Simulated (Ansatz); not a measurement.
Species: C$_{5}$H$_{5}$N, SMILES `c1ncccc1` (charge 0, multiplicity 1), formula C₅H₅N.

**Question.** How many basis functions does frozen-core CCSD(T)/cc-pVTZ // PBE0-D3(BJ)/def2-SVP (Ansatz, a program for electronic structure) use, how many core orbitals are frozen, and how many electrons are correlated?

**Answer.** 250 basis functions and 6 frozen orbitals, which leaves 30 correlated electrons. Core time is of the order of seconds.
